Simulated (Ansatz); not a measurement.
HGaB, quartet: vertical spin and charge gaps

Geometry (PBE0/def2-TZVP stationary point for this spin, not checked as a minimum):

| atom | x (Å) | y (Å) | z (Å) |
| --- | --- | --- | --- |
| B | 0.0000 | 0.0000 | 1.7828 |
| Ga | 0.0000 | 0.0000 | -0.1197 |
| H | 0.0000 | 0.0000 | -1.6631 |

Basis 6-31G (Cartesian d functions); Ansatz 0.2.0. Only valence electrons are correlated (noble-gas cores and the filled d shells of p-block atoms frozen). R marks a restricted (for open shells ROHF) determinant. Active spaces: valence = (7e, 9o) chosen from the atoms' valence shells. No spin–orbit coupling is included, and no scalar relativity.

Gaps are energies of the second state less the first, at fixed atoms, for a selection of the levels run; each method lands on the state that its own search finds for that charge and spin.

Sextet less quartet: 7.005 eV at full CI (quartet A2, sextet B2, in C2v).

Large singles or doubles amplitudes warn of static correlation in the HGaB sextet.

```
                   level  gap (eV)  error (meV)
                  RCCSDT     6.997           -8
               RCCSDT(Q)     7.001           -4
  CASSCF (valence space)     7.007            2
  NEVPT2 (valence space)     7.009            4
  MRCISD (valence space)     7.002           -3
MRCISD+Q (valence space)     7.001           -4
                     PBE     7.118          113
                  revPBE     7.110          105
                  r2SCAN     7.051           46
                 RPA-PBE     6.886         -119
```

Doublet less quartet: 1.130 eV at full CI (quartet A2, doublet A1, in C2v).

By full CI's occupations no single determinant describes the doublet well.

```json
{"level": "CASSCF (valence space)", "gap (eV)": "1.157", "error (meV)": "27"}
{"level": "NEVPT2 (valence space)", "gap (eV)": "1.136", "error (meV)": "6"}
{"level": "MRCISD (valence space)", "gap (eV)": "1.125", "error (meV)": "-5"}
{"level": "MRCISD+Q (valence space)", "gap (eV)": "1.124", "error (meV)": "-6"}
```

Removing an electron, to the triplet: 7.595 eV at full CI (quartet A2, triplet ion B1, in C2v).

```
                   level  gap (eV)  error (meV)
                     RHF     7.120         -475
                    RMP2     7.545          -50
                   RCCSD     7.560          -35
                RCCSD(T)     7.587           -8
                 BCCD(T)     7.583          -12
                  RCCSDT     7.590           -5
               RCCSDT(Q)     7.593           -2
  CASSCF (valence space)     7.369         -226
  NEVPT2 (valence space)     7.523          -72
  MRCISD (valence space)     7.586           -9
MRCISD+Q (valence space)     7.593           -2
                     PBE     8.107          512
                  r2SCAN     8.183          588
                 RPA-PBE     7.584          -11
```

Task: PBE gives 12.193 eV for removing an electron, to the quintet. Estimate what full CI gives in 6-31G.

Result: Full CI in 6-31G gives 11.772 eV, so against it PBE is off by 0.421 eV, of which a good part can be the reference's own basis and frozen-core error.

Large singles or doubles amplitudes warn of static correlation in the HGaB⁺ quintet.

| level | gap (eV) | error (meV) |
| --- | --- | --- |
| RHF | 11.384 | -388 |
| RMP2 | 11.920 | 148 |
| RCCSD | 11.794 | 22 |
| RCCSD(T) | 11.784 | 12 |
| RCCSDT | 11.768 | -4 |
| MRCISD+Q (valence space) | 11.759 | -13 |
| r2SCAN | 12.228 | 456 |
| wB97M-V | 12.580 | 808 |
| B2PLYP | 12.241 | 469 |
| RPA-PBE | 11.732 | -40 |

In so small a basis the reference is far from its limit while semilocal and hybrid functionals are nearer theirs (RPA and double hybrids share part of the reference's basis error), so the functionals' errors here hold much of the reference's basis and frozen-core error, which can add to them or hide them. The set has no polarisation functions, which weighs most on the reference.

Full CI is exact within this basis and frozen core; it isn't the basis-set limit.
